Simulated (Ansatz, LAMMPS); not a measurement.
**How well does each level of theory give the bulk modulus of rock-salt NiO?**

Reference value: 192 ± 7 GPa (measured, room temperature, not corrected to a static lattice, equation of state from high-pressure X-ray diffraction, sources range from 174 to 209; as tabulated in Gavriliuk et al., The first-order structural transition in NiO at high …).

| level (code) | value (GPa) | cell (Å³/atom) | difference (%) |
|---|---|---|---|
| ionic model lewis1985b (shell model, LAMMPS) | 206 | 9.12 | +7.3 |
| ionic model lewis1985c (shell model, LAMMPS) | 252 | 9.07 | +31 |
| ionic model pedone2006 (rigid ions, LAMMPS) | 193 | 9.19 | +0.5 |
| LDA (Ansatz) | 252 | 8.37 | +31 |
| PBE (Ansatz) | 193 | 9.21 | +0.5 |
| PBEsol (Ansatz) | 223 | 8.74 | +16.1 |
| r²SCAN (Ansatz) | 217 | 9.02 | +13.0 |

Leaving aside ionic model lewis1985b, ionic model lewis1985c, ionic model pedone2006, which can be fitted to such values or carry a doubt: The reference is not for a static lattice or low temperature, so close values are not ranked against it. Off by more than 24 % (a bound picked here): LDA (+31 %).

The reference has no zero-point or thermal correction, while the calculations are for a static lattice, so the differences are not the levels' errors alone. A static lattice is as a rule stiffer than a warm one, by over a tenth in soft solids. Spin-polarised runs: LDA (opposed moments), PBE (opposed moments), PBEsol (opposed moments), r²SCAN (opposed moments). Each level is taken at its own relaxed cell. Cutoffs differ between the levels. Ansatz's density-functional and Hartree–Fock values are scalar-relativistic unless marked +SOC, with PAW data made under PBE.

Empirical potentials (ionic model lewis1985b, ionic model lewis1985c, ionic model pedone2006) are fitted to chosen data, which need not cover the solid at hand: agreement can be built in, and what lay outside the fit can be far off.

Differences are worked out from the printed values.

Ansatz is a first-principles code.
